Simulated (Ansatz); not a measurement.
Species: hydrogen peroxide, H2O2 (charge 0, singlet). 
Coordinates optimised at B3LYP-D3(BJ)/def2-TZVP (Ansatz, an electronic-structure program):
```xyz
4

O      0.0155     0.7238    -0.0702
O     -0.0112    -0.7261    -0.0419
H      0.8057     0.8967     0.4614
H     -0.8394    -0.8786     0.4355
```

Basis-set convergence of Hartree-Fock and MP2 correlation energies (hartree) with Ansatz. Cores are frozen in the correlated levels unless marked. Spin-orbit coupling is left out. Non-relativistic.

```json
[
 {"basis": "def2-SVPD", "functions": "62", "E(HF)": "-150.66315", "E(corr, MP2)": "-0.40735"},
 {"basis": "def2-TZVPPD", "functions": "114", "E(HF)": "-150.84495", "E(corr, MP2)": "-0.49855"},
 {"basis": "def2-QZVPPD", "functions": "198", "E(HF)": "-150.85104", "E(corr, MP2)": "-0.53602"}
]
```

Extrapolating the two largest sets (X = 3 and 4) as X^-3: E(corr) = (64·(-0.53602) - 27·(-0.49855))/37 = -0.5634 Eh, an estimate of the basis-set limit. The largest set recovers 95.1 % of it, the smallest 72.3 %.
